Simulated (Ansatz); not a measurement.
```yaml
crystal:
  periodic: [false, false, false]
  atoms:
    - {symbol: C, position_ang: [-0.032110, 0.963734, -0.618222]}
    - {symbol: C, position_ang: [0.566177, -0.193845, 0.106879]}
    - {symbol: C, position_ang: [-0.109597, -1.142076, 0.737066]}
    - {symbol: Cl, position_ang: [-1.831574, -1.171197, 0.809167]}
    - {symbol: H, position_ang: [-0.690413, 0.625554, -1.423420]}
    - {symbol: H, position_ang: [-0.643944, 1.573628, 0.052431]}
    - {symbol: H, position_ang: [0.737846, 1.601045, -1.051915]}
    - {symbol: H, position_ang: [1.647916, -0.287199, 0.133625]}
    - {symbol: H, position_ang: [0.355700, -1.969664, 1.254400]}
basis:
  gaussian: {orbitals: "6-31++G**"}
magnetization: {spin_polarized: true, initial_magnetization: 8}
hamiltonian: {xc: {name: HF}}
correlation: {method: rpa}
```

```sh
$ ansatz run in.yaml --threads 4 --pin off --events-out ev --progress --plain --max-ram 10444MiB
```

Output, abridged:

```
Functional definition: HF
988 factors; integrals over basis functions are off by at most 8.3e-4 eV
mean field evaluation 1: about -15629.4014 eV, gradient 3.9e1 eV
mean field evaluation 2: about -15629.5844 eV, gradient 3.9e1 eV
mean field evaluation 4: about -15641.1022 eV, gradient 1.2e1 eV
mean field evaluation 8: about -15644.0020 eV, gradient 8.3e-1 eV
mean field evaluation 16: about -15644.0837 eV, gradient 1.1e-1 eV
mean field evaluation 32: about -15644.0945 eV, gradient 2.7e-6 eV
mean field -15644.09450949 eV, -574.9098692755 hartree, gradient 2.7e-6 eV, S^2 20.026385; 13 other end points of the search recorded, 0 dependent functions left out
8 core orbitals not correlated: weight in the atoms' cores, before any rotation towards them, 1.000 or more for the frozen orbitals, at most 0.000 for the correlated occupied ones
reference -15644.09450949 eV, -574.9098692755 hartree; 16, 8 occupied and 86, 94 virtual orbitals, 988 factors
Total energy: -15659.97908399 eV, -575.4936166215 hartree
```

Question: What is wrong with this run?

Answer: The spin is set far too high for this molecule. The calculation finished and met its thresholds. The result belongs to that input, not to the molecule as meant.
